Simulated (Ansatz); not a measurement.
## C2H3F2: where a starting geometry ends

The starting geometry of this gas-phase doublet was optimised with GFN2-xTB; its bonds are those of `C[C](F)F`.

```yaml
atoms:
  - { symbol: C, position_ang: [-2.7864, 0.5152, -1.4024] }
  - { symbol: C, position_ang: [-1.9374, 0.9404, -0.2663] }
  - { symbol: F, position_ang: [-1.7654, 0.0945, 0.7600] }
  - { symbol: F, position_ang: [-0.7755, 1.5580, -0.5278] }
  - { symbol: H, position_ang: [-2.2603, 0.6937, -2.3393] }
  - { symbol: H, position_ang: [-3.7223, 1.0765, -1.4279] }
  - { symbol: H, position_ang: [-3.0318, -0.5421, -1.3049] }
```

Where would you expect an optimisation with PBE-D3(BJ)/def2-SVP to take it?

It keeps its bonds, and is `C[C](F)F`.

The energy falls by 0.14 eV over 14 steps:

```json
{"step": "1", "E − E(last) (eV)": "0.141"}
{"step": "2", "E − E(last) (eV)": "0.103"}
{"step": "4", "E − E(last) (eV)": "0.099"}
{"step": "5", "E − E(last) (eV)": "0.097"}
{"step": "7", "E − E(last) (eV)": "0.067"}
{"step": "8", "E − E(last) (eV)": "0.058"}
{"step": "10", "E − E(last) (eV)": "0.002"}
{"step": "11", "E − E(last) (eV)": "0.000"}
{"step": "13", "E − E(last) (eV)": "0.000"}
{"step": "14", "E − E(last) (eV)": "0.000"}
```

Final geometry (Å):

```xyz
7

C    -2.7573    0.5427   -1.4149
C    -1.8731    1.0408   -0.3244
F    -2.1363    0.5510    0.8990
F    -0.5547    0.9696   -0.5748
H    -2.5244    1.0639   -2.3624
H    -3.8181    0.7211   -1.1570
H    -2.6153   -0.5530   -1.5742
```

Frequencies at the end are all real (lowest 198 cm⁻¹). Open shells are spin-unrestricted. Run with Ansatz 0.2.0, 63 s on 1 thread of Intel(R) Xeon(R) Processor @ 2.50GHz (Skylake/Cascade Lake) (shared host).
